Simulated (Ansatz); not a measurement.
# C4H4O: harmonic frequencies at the relaxed geometry, by script

Aim: harmonic frequencies at the relaxed geometry, for C4H4O, run from a script.

Computed with Ansatz 0.2.0, driven from Python. Level of theory: Hartree-Fock/6-31G*.

## 1. Starting point

Bond lengths: C1–C2 1.365 Å, C2–C3 1.386 Å, C3–O4 1.291 Å, C1–C5 1.390 Å, O4–C5 1.332 Å, C1–H6 1.124 Å, C2–H7 1.103 Å, C3–H8 1.066 Å, C5–H9 1.124 Å. Angles: C1–C2–C3 106.1°, C1–C2–H7 126.6°, C3–C2–H7 127.2°, C2–C1–C5 107.1°, C2–C1–H6 130.7°, C5–C1–H6 121.8°, C2–C3–O4 108.9°, C2–C3–H8 130.3°, O4–C3–H8 120.4°, C3–O4–C5 110.8°, C1–C5–O4 106.7°, C1–C5–H9 134.9°, O4–C5–H9 117.9°.

c4h4o.xyz, read by the script:

```xyz
9

C     0.32500    0.93300   -0.08410
C     0.80640   -0.24320   -0.58250
C    -0.05420   -1.23200   -0.13290
O    -0.95620   -0.69150    0.61530
C    -0.84130    0.63590    0.61150
H     0.65870    1.99230   -0.25470
H     1.71750   -0.37720   -1.18870
H     0.00480   -2.29270   -0.22690
H    -1.57220    1.22910    1.22600
```

## 2. Script

Contents of freq_c4h4o.py:

```python
"""Vibrations of C4H4O."""

import logging
import sys
import warnings

import ansatz as az
import numpy as np

logging.basicConfig(stream=sys.stdout, format="%(levelname)s:%(name)s:%(message)s")
logger = logging.getLogger("c4h4o")
logger.setLevel(logging.INFO)

params = {
    "basis_set": "6-31G*",
    "xc": "hf",
}

warnings.simplefilter("ignore", az.DeckWarning)

molecule = az.Crystal.molecule_from_extxyz("c4h4o.xyz")

setup = molecule.calculation().basis(gaussian=params["basis_set"]).functional(params["xc"])
symbols = [site.symbol for site in molecule.cartesian_sites]
start = np.array([site.position_ang for site in molecule.cartesian_sites], dtype=float)
report = setup.relax(force_tolerance=0.003).run(threads=1).report
end = np.array(report["positions_ang"])

logger.info("bond        before    after (A)")
for i, j in [(0, 1), (0, 4), (0, 5), (1, 2), (1, 6), (2, 3), (2, 7), (3, 4), (4, 8)]:
    d0, d1 = (np.linalg.norm(xyz[i] - xyz[j]) for xyz in (start, end))
    print(f"{symbols[i]}{i}-{symbols[j]}{j}".ljust(10), f"{d0:8.4f} {d1:8.4f}")
for i, j, k in [(1, 0, 4), (1, 0, 5), (4, 0, 5), (0, 1, 2), (0, 1, 6), (2, 1, 6), (1, 2, 3), (1, 2, 7)]:
    u, v = end[i] - end[j], end[k] - end[j]
    logger.info(f"angle {symbols[i]}{i}-{symbols[j]}{j}-{symbols[k]}{k}: {np.degrees(np.arccos(np.clip(u @ v / np.linalg.norm(u) / np.linalg.norm(v), -1, 1))):.2f} deg")

# frequencies need a stationary point, so they are taken at the relaxed geometry
minimum = az.Crystal.molecule()
for symbol, xyz in zip(symbols, end):
    minimum = minimum.atom(symbol, xyz.tolist())
vibrating = (
    minimum.calculation()
    .basis(gaussian=params["basis_set"])
    .functional(params["xc"])
    .phonons(temperatures=(100, 500, 100))
)
vib = vibrating.run(threads=1).report["vibrations"]
sums = vib["harmonic_sums"]
modes = [m["omega_inv_cm"] for m in sums["modes_at_gamma"] if m["rigid_motion"] == "no"]
for number, w in enumerate(modes, start=1):
    logger.info(f"mode {number:2d} {w:9.1f} 1/cm {w / 8065.544 * 1000:8.2f} meV")
print("imaginary modes:", sum(w < 0 for w in modes), " zero-point energy:", round(sums["zero_point_energy_ev"], 4), "eV")
logger.info("T (K)   F_vib (eV)   S_vib (meV/K)   C_vib (meV/K)")
for row in zip(sums["temperatures_k"], sums["vibrational_free_energy_ev"], vib["entropy_ev_per_k"], vib["heat_capacity_ev_per_k"]):
    logger.info(f"{row[0]:6.1f} {row[1]:11.4f} {1000 * row[2]:13.4f} {1000 * row[3]:15.4f}")
```

## 3. The input behind the calls

The package turns the script's settings into the engine's input (first run):

```yaml
crystal:
  periodic: [false, false, false]
  atoms:
    - { symbol: C, position_ang: [0.325, 0.933, -0.0841] }
    - { symbol: C, position_ang: [0.8064, -0.2432, -0.5825] }
    - { symbol: C, position_ang: [-0.0542, -1.232, -0.1329] }
    - { symbol: O, position_ang: [-0.9562, -0.6915, 0.6153] }
    - { symbol: C, position_ang: [-0.8413, 0.6359, 0.6115] }
    - { symbol: H, position_ang: [0.6587, 1.9923, -0.2547] }
    - { symbol: H, position_ang: [1.7175, -0.3772, -1.1887] }
    - { symbol: H, position_ang: [0.0048, -2.2927, -0.2269] }
    - { symbol: H, position_ang: [-1.5722, 1.2291, 1.226] }
basis:
  gaussian:
    orbitals: "6-31G*"
hamiltonian:
  xc: hf
relax:
  f_tol: 0.003
```

## 4. Running it

Started as:

```sh
> python freq_c4h4o.py
```

Without the output at hand: what should come out? Wanted: moves of the relaxation of run 1; energy gained in run 1; last largest force component of run 1; highest frequency; imaginary modes; zero-point energy.

**Answer**, as computed:

```
                             quantity        value
                        runs compared            2
     moves of the relaxation of run 1            7
               energy gained in run 1     0.482 eV
last largest force component of run 1  0.0013 eV/Å
                    highest frequency    3485 cm⁻¹
                      imaginary modes            0
                    zero-point energy     2.060 eV
```

**Reading.** In CPU time, run 2 (phonons) cost about 4.9 times as much as run 1 (relaxation). Run 1: The relaxation took 7 moves; the largest shift is 0.070 Å, of atom 1 (C). All frequencies are real, so the geometry is a minimum. The values are harmonic; measured fundamentals also hold anharmonic shifts, mostly downward for stretches. The frequencies are harmonic and unscaled, in a modest basis. The result belongs to the one conformer reached from this start, and soft torsions count as harmonic oscillators.
